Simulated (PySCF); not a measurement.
AlCl3, charge +1, quartet, at a GFN2-xTB geometry of the parent state (such geometries of metal compounds can be far from the true shape) (a state made from the parent by changing its charge; the spin is typed, not shown lowest); CAMB3LYP/pcseg-1 in PySCF.

Input for PySCF:
```python
from pyscf import gto, scf, dft

mol = gto.Mole()
mol.atom = '''
    Al    0.006464   -0.007020   -0.018113
    Cl   -1.723626   -1.067062   -0.195647
    Cl    0.099854    1.910353   -0.698832
    Cl    1.618829   -0.837923    0.908330
'''
mol.basis = 'pcseg-1'
mol.charge = 1
mol.spin = 3
mol.verbose = 4
mol.build()

mf = dft.UKS(mol)
mf.xc = 'camb3lyp'
mf.kernel()
```

The log (banner, timings and long lists left out):

```
PySCF version 2.14.0

[INPUT] verbose = 4
[INPUT] num. atoms = 4
[INPUT] num. electrons = 63
[INPUT] charge = 1
[INPUT] spin (= nelec alpha-beta = 2S) = 3
[INPUT] symmetry False subgroup None
[INPUT] Mole.unit = angstrom
[INPUT] Symbol           X                Y                Z      unit          X                Y                Z       unit  Magmom
[...]
nuclear repulsion = 302.318346638389
number of shells = 12
number of NR pGTOs = 176
number of NR cGTOs = 72
basis = pcseg-1
ecp = {}

******** <class 'pyscf.dft.uks.UKS'> ********
method = UKS
initial guess = minao
damping factor = 0
level_shift factor = 0
DIIS = <class 'pyscf.scf.diis.CDIIS'>
diis_start_cycle = 1
diis_space = 8
diis_damp = 0
SCF conv_tol = 1e-09
SCF conv_tol_grad = None
SCF max_cycles = 50
direct_scf = True
direct_scf_tol = 1e-13
number electrons alpha = 33  beta = 30
XC library pyscf.dft.libxc version 7.1.2
    S. Lehtola, C. Steigemann, M. J. T. Oliveira, and M. A. L. Marques,  SoftwareX 7, 1–5 (2018)
XC functionals = camb3lyp
    T. Yanai, D. P. Tew, and N. C. Handy,  Chem. Phys. Lett. 393, 51 (2004)
radial grids:
    Treutler-Ahlrichs [JCP 102, 346 (1995); DOI:10.1063/1.469408] (M4) radial grids

becke partition: Becke, JCP 88, 2547 (1988); DOI:10.1063/1.454033
pruning grids: <function nwchem_prune>
grids dens level: 3
symmetrized grids: False
atomic radii adjust function: <function treutler_atomic_radii_adjust>
small_rho_cutoff = 0
Set gradient conv threshold to 3.16228e-05
tot grids = 75824
init E= -1623.55736312078

cycle= 1 E= -1622.45501446807  delta_E=  1.1  |g|= 0.239  |ddm|= 3.27

cycle= 2 E= -1622.39756692239  delta_E= 0.0574  |g|= 0.396  |ddm|= 1.47

cycle= 3 E= -1622.51148777184  delta_E= -0.114  |g|= 0.079  |ddm|= 0.742

cycle= 4 E= -1622.5178815225  delta_E= -0.00639  |g|= 0.0692  |ddm|= 0.253

cycle= 5 E= -1622.52203869878  delta_E= -0.00416  |g|= 0.0458  |ddm|= 0.158

cycle= 6 E= -1622.52515115333  delta_E= -0.00311  |g|= 0.033  |ddm|= 0.133

cycle= 7 E= -1622.52788595361  delta_E= -0.00273  |g|= 0.0187  |ddm|= 0.188

cycle= 8 E= -1622.52897517857  delta_E= -0.00109  |g|= 0.00643  |ddm|= 0.169

cycle= 9 E= -1622.52921095008  delta_E= -0.000236  |g|= 0.00318  |ddm|= 0.0759

cycle= 10 E= -1622.5293135868  delta_E= -0.000103  |g|= 0.00254  |ddm|= 0.0548

cycle= 11 E= -1622.52937727295  delta_E= -6.37e-05  |g|= 0.00197  |ddm|= 0.033

cycle= 12 E= -1622.52940909911  delta_E= -3.18e-05  |g|= 0.00196  |ddm|= 0.016

[...]

cycle= 22 E= -1622.529296734  delta_E= -2.81e-06  |g|= 0.000401  |ddm|= 0.0122

cycle= 23 E= -1622.52929781273  delta_E= -1.08e-06  |g|= 0.000385  |ddm|= 0.00235

cycle= 24 E= -1622.52929727749  delta_E= 5.35e-07  |g|= 0.000388  |ddm|= 0.00161

cycle= 25 E= -1622.5292966974  delta_E= 5.8e-07  |g|= 0.000389  |ddm|= 0.00221

cycle= 26 E= -1622.52929681049  delta_E= -1.13e-07  |g|= 0.000389  |ddm|= 0.00128

cycle= 27 E= -1622.52929702419  delta_E= -2.14e-07  |g|= 0.000389  |ddm|= 0.0024

cycle= 28 E= -1622.52929755171  delta_E= -5.28e-07  |g|= 0.000374  |ddm|= 0.00392

cycle= 29 E= -1622.52929785274  delta_E= -3.01e-07  |g|= 0.000381  |ddm|= 0.00189

cycle= 30 E= -1622.52929778161  delta_E= 7.11e-08  |g|= 0.000396  |ddm|= 0.00776

cycle= 31 E= -1622.52929757978  delta_E= 2.02e-07  |g|= 0.000388  |ddm|= 0.00295

cycle= 32 E= -1622.52929392347  delta_E= 3.66e-06  |g|= 0.000407  |ddm|= 0.0076

cycle= 33 E= -1622.52927744211  delta_E= 1.65e-05  |g|= 0.000361  |ddm|= 0.0396

cycle= 34 E= -1622.52927640225  delta_E= 1.04e-06  |g|= 0.000283  |ddm|= 0.00627

cycle= 35 E= -1622.52926590156  delta_E= 1.05e-05  |g|= 0.000483  |ddm|= 0.0426

cycle= 36 E= -1622.52926598762  delta_E= -8.61e-08  |g|= 0.000406  |ddm|= 0.00165

cycle= 37 E= -1622.52926546043  delta_E= 5.27e-07  |g|= 0.000417  |ddm|= 0.00757

cycle= 38 E= -1622.5292660891  delta_E= -6.29e-07  |g|= 0.000357  |ddm|= 0.00428

cycle= 39 E= -1622.52926598504  delta_E= 1.04e-07  |g|= 0.000289  |ddm|= 0.00236

cycle= 40 E= -1622.52926441665  delta_E= 1.57e-06  |g|= 0.000181  |ddm|= 0.012

cycle= 41 E= -1622.52926361448  delta_E= 8.02e-07  |g|= 0.00024  |ddm|= 0.0129

cycle= 42 E= -1622.52926386611  delta_E= -2.52e-07  |g|= 0.000149  |ddm|= 0.00329

cycle= 43 E= -1622.52926406912  delta_E= -2.03e-07  |g|= 0.000158  |ddm|= 0.00427

cycle= 44 E= -1622.52926424045  delta_E= -1.71e-07  |g|= 0.000159  |ddm|= 0.00155

cycle= 45 E= -1622.52926401712  delta_E= 2.23e-07  |g|= 0.000154  |ddm|= 0.00314

cycle= 46 E= -1622.52926390394  delta_E= 1.13e-07  |g|= 0.000151  |ddm|= 0.00265

cycle= 47 E= -1622.52926394768  delta_E= -4.37e-08  |g|= 0.000145  |ddm|= 0.00347

cycle= 48 E= -1622.52926430817  delta_E= -3.6e-07  |g|= 0.000145  |ddm|= 0.00518

cycle= 49 E= -1622.52926431292  delta_E= -4.75e-09  |g|= 0.000145  |ddm|= 0.000584

cycle= 50 E= -1622.52926438624  delta_E= -7.33e-08  |g|= 0.000144  |ddm|= 0.00347
SCF not converged.
SCF energy = -1622.52926438624 after 50 cycles  <S^2> = 3.7611842  2S+1 = 4.0055882
```

Convergence was not reached.
